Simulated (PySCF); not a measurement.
# Gas-phase thermal properties of SiH2Cl2

Method: PySCF energies (xtb for GFN2) plus ideal-gas RRHO corrections (1 bar). Table values come from the NASA 1993 polynomials. 6-31G* has spherical d functions here. All species are closed-shell singlets. B3LYP is the form with VWN-RPA correlation. The harmonic model lacks anharmonicity and excited electronic states, which grow with temperature; levels with a mode under 35 cm⁻¹ are left out. The table's entry may be an old estimate for SiH2Cl2 (not checked at source).

| level | point group | σ | ZPE (kJ/mol) | S°298 (J/mol/K) | Cp298 (J/mol/K) | S°1000 (J/mol/K) | H1000 − H298 (kJ/mol) |
|---|---|---|---|---|---|---|---|
| table | - | - | - | 286.7 | 62.2 | 383.3 | 58.2 |
| B3LYP/6-31G* | C2v | 2 | 54.2 | 287.5 | 62.3 | 383.8 | 58.1 |
| GFN2-xTB | C2v | 2 | 49.7 | 292.0 | 67.9 | 392.6 | 60.2 |
| HF/6-31G* | C2v | 2 | 58.3 | 285.1 | 59.8 | 378.9 | 56.7 |
| PBE/def2-SVP | C2v | 2 | 52.1 | 288.4 | 63.3 | 385.9 | 58.7 |
| PBE0/def2-TZVP | C2v | 2 | 53.7 | 287.0 | 62.3 | 383.5 | 58.2 |
σ: rotational symmetry number. Electronic degeneracy used: 1. Frequencies are unscaled.
